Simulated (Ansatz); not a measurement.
Input file:

```yaml
crystal:
  periodic: [false, false, false]
  atoms:
    - {symbol: Ge, position_ang: [0.000000, 0.000000, 0.000000]}
    - {symbol: Na, position_ang: [0.000000, 0.000000, 2.818200]}
basis:
  gaussian: {orbitals: aug-cc-pVDZ}
total_charge: 1
correlation: {method: fci, electrons: outside_noble_gas}
```

```sh
$ ansatz run in.yaml --threads 1 --pin off --events-out ev --progress --plain --max-ram 2393MiB
```

Question: Roughly how long does this take on 1 thread of Intel Xeon Platinum 8488C, shared host, and how much host memory?

Answer: 4.7 s wall and 0.15 GiB.

```
1094 factors; integrals over basis functions are off by at most 1.6e-7 eV
mean field evaluation 1: about -60870.0237 eV, gradient 6.8e0 eV
mean field evaluation 2: about -60870.0322 eV, gradient 6.8e0 eV
mean field evaluation 4: about -60870.1857 eV, gradient 3.5e-1 eV
mean field evaluation 8: about -60870.1872 eV, gradient 1.8e-4 eV
mean field evaluation 16: about -60870.1857 eV, gradient 3.6e-1 eV
mean field -60870.18721784 eV, -2236.9381209609 hartree, gradient 6.0e-7 eV, S^2 0.000000; 2 other end points of the search recorded, 0 dependent functions left out; unrestricted orbitals would lower it
19 core orbitals not correlated: weight in the atoms' cores, before any rotation towards them, 1.000 or more for the frozen orbitals, at most 0.000 for the correlated occupied ones
reference -60870.18721784 eV, -2236.9381209609 hartree; 2, 2 occupied and 42, 42 virtual orbitals, 1094 factors
state -60872.28447282 eV, -2237.0151936596 hartree
Total energy: -60872.28447282 eV, -2237.0151936596 hartree
```

Natural occupations: 1.9247 1.7699 0.1155 0.1155 0.0182 0.0182 0.0162 0.0071 0.0043 0.0031 0.0031 0.0011 0.0011 0.0006 0.0002 0.0002 0.0002 0.0001 0.0001 0.0000 0.0000 0.0000 0.0000 0.0000.
